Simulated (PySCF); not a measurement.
## SMILES O=C(O)/C=C\Cl, C$_{3}$H$_{3}$ClO$_{2}$

Geometry:
```json
{"atom": "O1", "x (Å)": "1.655", "y (Å)": "1.461", "z (Å)": "-0.270"}
{"atom": "C2", "x (Å)": "0.934", "y (Å)": "0.495", "z (Å)": "-0.300"}
{"atom": "O3", "x (Å)": "1.408", "y (Å)": "-0.752", "z (Å)": "-0.186"}
{"atom": "C4", "x (Å)": "-0.527", "y (Å)": "0.589", "z (Å)": "-0.464"}
{"atom": "C5", "x (Å)": "-1.415", "y (Å)": "-0.404", "z (Å)": "-0.511"}
{"atom": "Cl6", "x (Å)": "-1.064", "y (Å)": "-2.061", "z (Å)": "-0.392"}
{"atom": "H7", "x (Å)": "2.372", "y (Å)": "-0.730", "z (Å)": "-0.082"}
{"atom": "H8", "x (Å)": "-0.880", "y (Å)": "1.606", "z (Å)": "-0.553"}
{"atom": "H9", "x (Å)": "-2.469", "y (Å)": "-0.198", "z (Å)": "-0.636"}
```

Level of theory: GIAO revPBE/3-21G magnetisability, non-relativistic, IEF-PCM acetone in PySCF. Geometry: GFN2-xTB.

(1) How diamagnetic is it, and how anisotropic?

(2) Split it along the inertial axes a, b, c into diamagnetic and paramagnetic parts about the centre of mass, with the quadrupole moment.

Answers

(1) Isotropic -882 × 10⁻³⁰ J/T², or -53.1 × 10⁻⁶ cm³/mol; principal values -1032, -836, -777 × 10⁻³⁰ J/T², anisotropy 231 × 10⁻³⁰ J/T² (root of half the summed squared differences of the principal values). The susceptibility is in cgs units.

(2) 
| axis | χ (10⁻⁶ cm³/mol) | diamagnetic (10⁻⁶ cm³/mol) | paramagnetic (10⁻⁶ cm³/mol) | summed x² of all electrons (Å²) | quadrupole Θ (D Å) |
| --- | --- | --- | --- | --- | --- |
| a | -47.8 | -235.9 | 188.1 | 149.0 | -10.79 |
| b | -49.3 | -669.0 | 619.7 | 47.0 | +12.67 |
| c | -62.1 | -831.6 | 769.4 | 8.6 | -1.89 |

Anisotropies 2χaa − χbb − χcc = +15.8 and 2χbb − χaa − χcc = +11.3 × 10⁻⁶ cm³/mol. Θ is traceless in Buckingham's convention.
